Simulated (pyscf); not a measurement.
Structures and frequencies: ωB97X-D3(BJ)/def2-SVP in PySCF. Correlated levels are frozen-core, on RHF or UHF. ΔMP2 is the change of the MP2 total energy from the triple- to the quadruple-zeta basis.

SMILES: [F][Sn]([F])([F])[F]
```xyz
5

F      1.9204    -0.8897    -1.0027
Sn     0.3027    -0.1332    -0.3518
F      0.1361     1.6481    -0.9930
F     -1.1687    -1.1680    -0.9649
F      0.3185    -0.1231     1.5490
```
Charge 0, spin multiplicity 1.

Question: How much does it cost (ΔH, 298 K, CCSD(T)/def2-TZVPP + ΔMP2(QZVPP)) to split F–Sn(F)(F)–F at its F–Sn bond into F• + F–Sn•(F)–F?

Answer: F–Sn to F• + F–Sn•(F)–F: 109.2 kcal/mol. The CCSD(T) − MP2 part came from Ansatz, without density fitting, on the same reference. The frozen core leaves the outer d or s,p core shells of the metals and heavy elements correlated in the MP2 and CC values, and def2-TZVPP describes them poorly, which can shift differences by a few kcal/mol. Left out: the spin-orbit lowering of F. Elements past Kr carry the def2 core potentials, without spin-orbit coupling.
